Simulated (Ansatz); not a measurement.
Molecular dynamics of CH₆OSi

input.yaml

```yaml
crystal:
  periodic: [false, false, false]
  atoms:
    - { symbol: C, position_ang: [-0.429258, 1.068667, -0.936045] }
    - { symbol: O, position_ang: [0.506525, 0.122938, -0.386801] }
    - { symbol: Si, position_ang: [0.545828, -1.026934, 0.778985] }
    - { symbol: H, position_ang: [-0.848806, 0.651633, -1.826986] }
    - { symbol: H, position_ang: [0.076448, 1.985158, -1.195991] }
    - { symbol: H, position_ang: [-1.287155, 1.411943, -0.282419] }
    - { symbol: H, position_ang: [1.619627, -1.870495, 0.33711] }
    - { symbol: H, position_ang: [-0.683824, -1.748727, 0.926202] }
    - { symbol: H, position_ang: [0.92873, -0.418082, 2.047813] }
basis:
  gaussian: { orbitals: def2-mTZVP }
hamiltonian:
  xc: pbe0
md:
  timestep: 0.5
  n_steps: 150
  ensemble: nvt_nose_hoover
  temperature: 1000.0
  initial_velocities: maxwell_boltzmann
  seed: 553056
scf:
  lower_state_search: "off"
```

Launched with:

```bash
$ ansatz run input.yaml --threads 1 --pin off --max-ram 2048MiB --backend cpu --events-out ev --progress --plain --runs-dir out
```

It goes on from the last frame of an earlier run, with new velocities.

Output, in part (one step line in 2, the closing report, with atoms numbered from 0):

```
md step     0: t =     0.00 fs  T =  1000.0 K  F+E_penalty+E_count = -11053.68701576 eV  E_kin = 0.904820 eV  conserved = -11052.78219576 eV  (14 SCF iters)
md step     2: t =     1.00 fs  T =   863.4 K  F+E_penalty+E_count = -11053.56066391 eV  E_kin = 0.781214 eV  conserved = -11052.77945224 eV  (21 SCF iters)
md step     4: t =     2.00 fs  T =   678.4 K  F+E_penalty+E_count = -11053.38858815 eV  E_kin = 0.613847 eV  conserved = -11052.77476475 eV  (21 SCF iters)
md step     6: t =     3.00 fs  T =   694.3 K  F+E_penalty+E_count = -11053.40650548 eV  E_kin = 0.628205 eV  conserved = -11052.77837990 eV  (21 SCF iters)
md step     8: t =     4.00 fs  T =   729.0 K  F+E_penalty+E_count = -11053.44035509 eV  E_kin = 0.659653 eV  conserved = -11052.78088037 eV  (21 SCF iters)
md step    10: t =     5.00 fs  T =   606.6 K  F+E_penalty+E_count = -11053.32710659 eV  E_kin = 0.548823 eV  conserved = -11052.77858989 eV  (21 SCF iters)
md step    12: t =     6.00 fs  T =   428.4 K  F+E_penalty+E_count = -11053.16346924 eV  E_kin = 0.387650 eV  conserved = -11052.77625852 eV  (21 SCF iters)
md step    14: t =     7.00 fs  T =   338.9 K  F+E_penalty+E_count = -11053.08151592 eV  E_kin = 0.306625 eV  conserved = -11052.77546581 eV  (21 SCF iters)
md step    16: t =     8.00 fs  T =   394.4 K  F+E_penalty+E_count = -11053.13208312 eV  E_kin = 0.356899 eV  conserved = -11052.77593200 eV  (22 SCF iters)
md step    18: t =     9.00 fs  T =   563.3 K  F+E_penalty+E_count = -11053.28621942 eV  E_kin = 0.509682 eV  conserved = -11052.77756685 eV  (22 SCF iters)
md step    20: t =    10.00 fs  T =   734.9 K  F+E_penalty+E_count = -11053.44357664 eV  E_kin = 0.664927 eV  conserved = -11052.78011685 eV  (21 SCF iters)
md step    22: t =    11.00 fs  T =   753.4 K  F+E_penalty+E_count = -11053.46136972 eV  E_kin = 0.681688 eV  conserved = -11052.78169534 eV  (21 SCF iters)
md step    24: t =    12.00 fs  T =   559.1 K  F+E_penalty+E_count = -11053.28186840 eV  E_kin = 0.505905 eV  conserved = -11052.77848813 eV  (21 SCF iters)
md step    26: t =    13.00 fs  T =   386.0 K  F+E_penalty+E_count = -11053.11956867 eV  E_kin = 0.349300 eV  conserved = -11052.77318222 eV  (22 SCF iters)
md step    28: t =    14.00 fs  T =   531.3 K  F+E_penalty+E_count = -11053.25371694 eV  E_kin = 0.480727 eV  conserved = -11052.77632334 eV  (20 SCF iters)
md step    30: t =    15.00 fs  T =   824.9 K  F+E_penalty+E_count = -11053.52383526 eV  E_kin = 0.746394 eV  conserved = -11052.78148584 eV  (20 SCF iters)
md step    32: t =    16.00 fs  T =   940.7 K  F+E_penalty+E_count = -11053.62732403 eV  E_kin = 0.851169 eV  conserved = -11052.78116684 eV  (20 SCF iters)
md step    34: t =    17.00 fs  T =   847.5 K  F+E_penalty+E_count = -11053.53972341 eV  E_kin = 0.766851 eV  conserved = -11052.77887103 eV  (21 SCF iters)
md step    36: t =    18.00 fs  T =   675.9 K  F+E_penalty+E_count = -11053.38169418 eV  E_kin = 0.611530 eV  conserved = -11052.77701918 eV  (21 SCF iters)
md step    38: t =    19.00 fs  T =   549.6 K  F+E_penalty+E_count = -11053.26559772 eV  E_kin = 0.497330 eV  conserved = -11052.77583933 eV  (22 SCF iters)
md step    40: t =    20.00 fs  T =   545.9 K  F+E_penalty+E_count = -11053.26152735 eV  E_kin = 0.493947 eV  conserved = -11052.77583387 eV  (21 SCF iters)
md step    42: t =    21.00 fs  T =   660.5 K  F+E_penalty+E_count = -11053.36609363 eV  E_kin = 0.597620 eV  conserved = -11052.77753425 eV  (21 SCF iters)
md step    44: t =    22.00 fs  T =   784.3 K  F+E_penalty+E_count = -11053.47956266 eV  E_kin = 0.709625 eV  conserved = -11052.78002491 eV  (21 SCF iters)
md step    46: t =    23.00 fs  T =   784.2 K  F+E_penalty+E_count = -11053.47792691 eV  E_kin = 0.709604 eV  conserved = -11052.77956525 eV  (21 SCF iters)
md step    48: t =    24.00 fs  T =   721.7 K  F+E_penalty+E_count = -11053.41629418 eV  E_kin = 0.653005 eV  conserved = -11052.77565518 eV  (21 SCF iters)
md step    50: t =    25.00 fs  T =   805.3 K  F+E_penalty+E_count = -11053.49297637 eV  E_kin = 0.728677 eV  conserved = -11052.77783310 eV  (21 SCF iters)
md step    52: t =    26.00 fs  T =   920.3 K  F+E_penalty+E_count = -11053.59963578 eV  E_kin = 0.832709 eV  conserved = -11052.78184456 eV  (21 SCF iters)
md step    54: t =    27.00 fs  T =   835.1 K  F+E_penalty+E_count = -11053.51904137 eV  E_kin = 0.755572 eV  conserved = -11052.77982281 eV  (21 SCF iters)
md step    56: t =    28.00 fs  T =   634.7 K  F+E_penalty+E_count = -11053.33318561 eV  E_kin = 0.574249 eV  conserved = -11052.77650057 eV  (21 SCF iters)
md step    58: t =    29.00 fs  T =   517.5 K  F+E_penalty+E_count = -11053.22516075 eV  E_kin = 0.468283 eV  conserved = -11052.77541328 eV  (21 SCF iters)
md step    60: t =    30.00 fs  T =   559.4 K  F+E_penalty+E_count = -11053.26291310 eV  E_kin = 0.506124 eV  conserved = -11052.77628053 eV  (22 SCF iters)
md step    62: t =    31.00 fs  T =   705.3 K  F+E_penalty+E_count = -11053.39538183 eV  E_kin = 0.638198 eV  conserved = -11052.77786423 eV  (21 SCF iters)
md step    64: t =    32.00 fs  T =   843.3 K  F+E_penalty+E_count = -11053.52042105 eV  E_kin = 0.763014 eV  conserved = -11052.77960467 eV  (21 SCF iters)
md step    66: t =    33.00 fs  T =   853.7 K  F+E_penalty+E_count = -11053.52928736 eV  E_kin = 0.772427 eV  conserved = -11052.78076453 eV  (21 SCF iters)
md step    68: t =    34.00 fs  T =   680.7 K  F+E_penalty+E_count = -11053.36930440 eV  E_kin = 0.615927 eV  conserved = -11052.77885097 eV  (21 SCF iters)
md step    70: t =    35.00 fs  T =   467.5 K  F+E_penalty+E_count = -11053.17105283 eV  E_kin = 0.422996 eV  conserved = -11052.77471309 eV  (21 SCF iters)
md step    72: t =    36.00 fs  T =   449.7 K  F+E_penalty+E_count = -11053.15512171 eV  E_kin = 0.406865 eV  conserved = -11052.77588176 eV  (21 SCF iters)
md step    74: t =    37.00 fs  T =   575.9 K  F+E_penalty+E_count = -11053.27114029 eV  E_kin = 0.521054 eV  conserved = -11052.77888305 eV  (21 SCF iters)
md step    76: t =    38.00 fs  T =   667.0 K  F+E_penalty+E_count = -11053.35169154 eV  E_kin = 0.603474 eV  conserved = -11052.77850111 eV  (21 SCF iters)
md step    78: t =    39.00 fs  T =   706.4 K  F+E_penalty+E_count = -11053.38530912 eV  E_kin = 0.639203 eV  conserved = -11052.77807453 eV  (21 SCF iters)
md step    80: t =    40.00 fs  T =   713.6 K  F+E_penalty+E_count = -11053.39007323 eV  E_kin = 0.645680 eV  conserved = -11052.77814691 eV  (21 SCF iters)
md step    82: t =    41.00 fs  T =   690.7 K  F+E_penalty+E_count = -11053.36692129 eV  E_kin = 0.624915 eV  conserved = -11052.77756711 eV  (21 SCF iters)
md step    84: t =    42.00 fs  T =   677.0 K  F+E_penalty+E_count = -11053.35184154 eV  E_kin = 0.612542 eV  conserved = -11052.77665545 eV  (21 SCF iters)
md step    86: t =    43.00 fs  T =   729.8 K  F+E_penalty+E_count = -11053.39781684 eV  E_kin = 0.660366 eV  conserved = -11052.77669328 eV  (21 SCF iters)
md step    88: t =    44.00 fs  T =   843.3 K  F+E_penalty+E_count = -11053.50023644 eV  E_kin = 0.763032 eV  conserved = -11052.77861546 eV  (21 SCF iters)
md step    90: t =    45.00 fs  T =   911.3 K  F+E_penalty+E_count = -11053.56054717 eV  E_kin = 0.824567 eV  conserved = -11052.77986737 eV  (21 SCF iters)
md step    92: t =    46.00 fs  T =   887.2 K  F+E_penalty+E_count = -11053.53379131 eV  E_kin = 0.802749 eV  conserved = -11052.77748161 eV  (21 SCF iters)
md step    94: t =    47.00 fs  T =   896.4 K  F+E_penalty+E_count = -11053.53976443 eV  E_kin = 0.811084 eV  conserved = -11052.77765583 eV  (21 SCF iters)
md step    96: t =    48.00 fs  T =   926.6 K  F+E_penalty+E_count = -11053.56694129 eV  E_kin = 0.838423 eV  conserved = -11052.78014149 eV  (21 SCF iters)
md step    98: t =    49.00 fs  T =   840.1 K  F+E_penalty+E_count = -11053.48479830 eV  E_kin = 0.760160 eV  conserved = -11052.77886408 eV  (21 SCF iters)
md step   100: t =    50.00 fs  T =   679.0 K  F+E_penalty+E_count = -11053.33497189 eV  E_kin = 0.614383 eV  conserved = -11052.77706604 eV  (21 SCF iters)
md step   102: t =    51.00 fs  T =   548.3 K  F+E_penalty+E_count = -11053.21404355 eV  E_kin = 0.496157 eV  conserved = -11052.77621046 eV  (21 SCF iters)
md step   104: t =    52.00 fs  T =   509.0 K  F+E_penalty+E_count = -11053.17622755 eV  E_kin = 0.460548 eV  conserved = -11052.77563362 eV  (22 SCF iters)
md step   106: t =    53.00 fs  T =   593.1 K  F+E_penalty+E_count = -11053.25094327 eV  E_kin = 0.536617 eV  conserved = -11052.77603391 eV  (22 SCF iters)
md step   108: t =    54.00 fs  T =   766.5 K  F+E_penalty+E_count = -11053.40769012 eV  E_kin = 0.693588 eV  conserved = -11052.77805509 eV  (21 SCF iters)
md step   110: t =    55.00 fs  T =   897.2 K  F+E_penalty+E_count = -11053.52575741 eV  E_kin = 0.811848 eV  conserved = -11052.78069481 eV  (21 SCF iters)
md step   112: t =    56.00 fs  T =   835.0 K  F+E_penalty+E_count = -11053.46624651 eV  E_kin = 0.755490 eV  conserved = -11052.78054319 eV  (21 SCF iters)
md step   114: t =    57.00 fs  T =   614.0 K  F+E_penalty+E_count = -11053.25995956 eV  E_kin = 0.555554 eV  conserved = -11052.77670773 eV  (21 SCF iters)
md step   116: t =    58.00 fs  T =   460.9 K  F+E_penalty+E_count = -11053.11872473 eV  E_kin = 0.417061 eV  conserved = -11052.77583381 eV  (21 SCF iters)
md step   118: t =    59.00 fs  T =   453.4 K  F+E_penalty+E_count = -11053.11162536 eV  E_kin = 0.410285 eV  conserved = -11052.77715565 eV  (21 SCF iters)
md step   120: t =    60.00 fs  T =   526.3 K  F+E_penalty+E_count = -11053.17571659 eV  E_kin = 0.476177 eV  conserved = -11052.77718759 eV  (21 SCF iters)
md step   122: t =    61.00 fs  T =   642.8 K  F+E_penalty+E_count = -11053.28010966 eV  E_kin = 0.581580 eV  conserved = -11052.77843984 eV  (21 SCF iters)
md step   124: t =    62.00 fs  T =   717.6 K  F+E_penalty+E_count = -11053.34575932 eV  E_kin = 0.649333 eV  conserved = -11052.77905137 eV  (20 SCF iters)
md step   126: t =    63.00 fs  T =   703.5 K  F+E_penalty+E_count = -11053.32873302 eV  E_kin = 0.636553 eV  conserved = -11052.77768640 eV  (20 SCF iters)
md step   128: t =    64.00 fs  T =   668.3 K  F+E_penalty+E_count = -11053.29271733 eV  E_kin = 0.604651 eV  conserved = -11052.77638090 eV  (20 SCF iters)
md step   130: t =    65.00 fs  T =   686.5 K  F+E_penalty+E_count = -11053.30669799 eV  E_kin = 0.621124 eV  conserved = -11052.77670535 eV  (20 SCF iters)
md step   132: t =    66.00 fs  T =   739.8 K  F+E_penalty+E_count = -11053.35345384 eV  E_kin = 0.669423 eV  conserved = -11052.77820149 eV  (20 SCF iters)
md step   134: t =    67.00 fs  T =   754.1 K  F+E_penalty+E_count = -11053.36289185 eV  E_kin = 0.682320 eV  conserved = -11052.77799214 eV  (20 SCF iters)
md step   136: t =    68.00 fs  T =   762.3 K  F+E_penalty+E_count = -11053.36483746 eV  E_kin = 0.689757 eV  conserved = -11052.77581627 eV  (21 SCF iters)
md step   138: t =    69.00 fs  T =   875.5 K  F+E_penalty+E_count = -11053.46552656 eV  E_kin = 0.792144 eV  conserved = -11052.77774161 eV  (21 SCF iters)
md step   140: t =    70.00 fs  T =   991.0 K  F+E_penalty+E_count = -11053.56818293 eV  E_kin = 0.896646 eV  conserved = -11052.78012828 eV  (21 SCF iters)
md step   142: t =    71.00 fs  T =   964.1 K  F+E_penalty+E_count = -11053.53823945 eV  E_kin = 0.872308 eV  conserved = -11052.77899241 eV  (21 SCF iters)
md step   144: t =    72.00 fs  T =   831.6 K  F+E_penalty+E_count = -11053.41328051 eV  E_kin = 0.752459 eV  conserved = -11052.77799615 eV  (21 SCF iters)
md step   146: t =    73.00 fs  T =   665.4 K  F+E_penalty+E_count = -11053.25804494 eV  E_kin = 0.602068 eV  conserved = -11052.77660467 eV  (21 SCF iters)
md step   148: t =    74.00 fs  T =   558.7 K  F+E_penalty+E_count = -11053.15710300 eV  E_kin = 0.505559 eV  conserved = -11052.77501053 eV  (21 SCF iters)
md step   150: t =    75.00 fs  T =   602.1 K  F+E_penalty+E_count = -11053.19409902 eV  E_kin = 0.544779 eV  conserved = -11052.77552374 eV  (21 SCF iters)
Total energy: -11053.19412963 eV, -406.1973921400 hartree
Atom 0 at    -0.465991     0.940399    -0.798357 Å, force    -1.237246    -1.729771    -1.576819 eV/Å
Atom 1 at     0.664171     0.109588    -0.525709 Å, force     0.095268     0.008357     0.123690 eV/Å
Atom 2 at     0.505824    -0.957923     0.774779 Å, force     0.203357     3.237884    -0.970402 eV/Å
Atom 3 at    -0.295458     1.501763    -1.826094 Å, force    -0.283433    -0.743256     2.464494 eV/Å
Atom 4 at    -0.789828     1.538547     0.097730 Å, force     0.549708     0.036349    -1.096640 eV/Å
Atom 5 at    -1.330622     0.170747    -0.980378 Å, force     0.937103     1.750314     0.037363 eV/Å
Atom 6 at     0.818611    -2.279225     0.517485 Å, force     0.648372    -2.160323    -0.556600 eV/Å
Atom 7 at    -0.865024    -0.765077     1.083669 Å, force    -1.480755    -0.311190     0.703902 eV/Å
Atom 8 at     1.317484    -0.337834     1.794625 Å, force     0.567624    -0.088365     0.871011 eV/Å
Dipole moment:    -0.185110    -0.082369     0.098179 e Å
```

All steps were run. The conserved energy stayed within 1 meV per atom of its start (net change 0.74 meV per atom), so the integration is sound. The mean temperature of the second half is 28 % below the set value. A run of 0.075 ps of so small a system gives no equilibrium averages.

The same pairs are bonded in the first frame and the last. Pairs count as bonded within 1.25 times the sum of covalent radii (0.12 Å more for H–H).

Last frame:

```xyz
9
Properties=species:S:1:pos:R:3
C -0.466 0.940 -0.798
O 0.664 0.110 -0.526
Si 0.506 -0.958 0.775
H -0.295 1.502 -1.826
H -0.790 1.538 0.098
H -1.331 0.171 -0.980
H 0.819 -2.279 0.517
H -0.865 -0.765 1.084
H 1.317 -0.338 1.795
```

Time of the run: 5 min on 1 thread of Arm Neoverse V1 (shared host), peak memory 0.13 GiB.
